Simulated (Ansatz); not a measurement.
We consider antifluorite Mg₂Ge, described by B3LYP (VWN-RPA form) in Ansatz (plane waves, PAW).

From the output:

```
WARN output.stress: scf.exx.energy_threshold = 1e-6 eV is looser than the 3e-8 eV advised for a stress under a hybrid functional (1e-8 eV for each atom of the …
Crystal: 3 atoms, lattice volume = 69.142 Å³
Basis set: ecut = 460 eV, 1471 PW (Γ), exchange–correlation on 72×72×72 points (8 copies of the dense FFT grid, shifted against one another)
Bands: 21, of which v1, the nominal top of the filled ones, is band 17 counted from 1 (16 counted from 0)
Symmetry: 48 space group operations
Space group: Fm-3m (ITA 225), of the structure as read, at distance tolerance 4.1e-5 Å
k-points: 29 of 512
Functional: x = 0.1 slater + 0.9 b88, c = 0.19 vwn_rpa + 0.81 lyp, warm-up for x = 0.08 slater + 0.72 b88 + 0.2 exact, c = 0.19 vwn_rpa + 0.81 lyp
SCF iter   1: F=—  HF=-8157.201403 eV  |F-HF|=—  |Δ(HF+E_count)|=         —  Δρ=4.18e-3  dr2=7.64e-3
SCF iter   2: F=—  HF=-8157.200688 eV  |F-HF|=—  |Δ(HF+E_count)|=   7.14e-4  Δρ=1.80e-3  dr2=1.40e-3
  ...
Crystal: 3 atoms, lattice volume = 69.142 Å³
Initial density: handed on by an earlier stage of this run
Functional: x = 0.08 slater + 0.72 b88 + 0.2 exact, c = 0.19 vwn_rpa + 0.81 lyp
Crystal: 3 atoms, lattice volume = 69.142 Å³
SCF iter   5: F=—  HF=-8159.656102 eV  |F-HF|=—  |Δ(HF+E_count)|=   1.39e-8  Δρ=8.21e-7  dr2=3.25e-10
SCF iter   6: F=-8159.656102 eV  HF=-8159.656102 eV  |F-HF|=1.46e-11  |Δ(HF+E_count)|=  1.64e-10  Δρ=8.63e-8  dr2=2.89e-11
SCF 3 converged in 6 iterations: F = -8159.656102 eV  dr2 = 2.89e-11
Free energy (F): -8159.656102 eV
Internal energy: -8159.656102 eV  (E = F + TS)
E sigma→0 (E₀):  -8159.656102 eV
Fermi energy:    6.761312 eV
--- Stress (GPa, compression-positive) ---
       -2.257630       0.000000      -0.000000
       -0.000000      -2.257630       0.000000
        0.000000       0.000000      -2.257630
  P = ⅓ Tr σ = -2.2576 GPa (-22.576 kbar)
```

### Question
Write an input file that could have produced this run (the log leaves some choices open).

### Answer
Several could match; the one computed here: 
Ansatz 0.2 input:
```yaml
crystal:
  lattice:
    - [0.0, 3.25764234, 3.25764234]
    - [3.25764234, 0.0, 3.25764234]
    - [3.25764234, 3.25764234, 0.0]
  atoms:
    - { symbol: Mg, position: [0.25, 0.25, 0.25] }
    - { symbol: Mg, position: [0.75, 0.75, 0.75] }
    - { symbol: Ge, position: [0.0, 0.0, 0.0] }
basis:
  ecutwfc: 460
  ecutrho_ratio: 4
  xc_grid: 2
kpoints:
  mp_grid: { grid: [8, 8, 8] }
hamiltonian:
  xc: b3lyp
  dispersion: none
  pseudopotentials: { kind: paw }
scf:
  occupations: { method: fermi_dirac, width: 0.01 }
  convergence: { dr2_threshold: 0.0000000003 }
output:
  forces: true
  stress: true
  eigenvalues: true
```

The cell is one volume of an energy–volume scan, off the minimum.

The PAW data were made under PBE.

Computing time: about 3 core-minutes (a rough figure).

Ansatz is a quantum-chemistry and plane-wave program.
